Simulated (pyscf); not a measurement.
HO–Ta(F)(F)(F)–F (SMILES [OH][Ta]([F])([F])([F])[F]) + H• (SMILES [H]) → [O–Ta(F)(F)(F)–F]• (SMILES [O][Ta]([F])([F])([F])[F]) + H₂ (SMILES [H][H]), a hydrogen abstraction (doublet surface; H–O broken, H–H formed). Single points on ωB97X-D3(BJ)/def2-SVP structures (PySCF, gas phase). Energies in eV from the separated reactants.

Small-basis levels: PySCF, no dispersion term, spherical d functions. Open shells are spin-unrestricted. 

| level | barrier | reaction energy |
|---|---|---|
| HF/6-31G*+LANL2DZ | 1.02 | +0.21 |
| B3LYP/LANL2DZ | 0.68 | +0.61 |
| B3LYP/6-31G*+LANL2DZ | 0.41 | +0.22 |
| M06-2X/6-31G*+LANL2DZ | 0.78 | +0.51 |
| B3LYP/6-311+G**+LANL2DZ | 0.73 | +0.64 |
| PBE/def2-SVP | 0.65 | +0.73 |
| B3LYP/def2-SVP | 0.69 | +0.58 |
| ωB97M-D3(BJ)/def2-TZVP | 0.87 | +0.66 |

Against the last row the barrier runs from -0.45 (B3LYP/6-31G*+LANL2DZ) to +0.15 eV (HF/6-31G*+LANL2DZ). At PBE/def2-SVP this geometry lies under one side, so the entry may be no barrier of that level: it is a single point on another level's saddle. ωB97M-D3(BJ)/def2-TZVP has limits of its own. The same reactants have a lower exit, to H₂O + [F–Ta(F)(F)–F]• (barrier +0.42 eV at ωB97M-D3(BJ)/def2-TZVP, against +0.87 eV here). This is the saddle that the search found; another between the same sides may lie lower. The angle at the transferred H is 153°. Open-shell species with a d-block atom are single-reference here; other states, and whether the spin sits on metal or ligand, were not checked. In the def2 sets elements past Kr carry core potentials, without spin-orbit coupling.
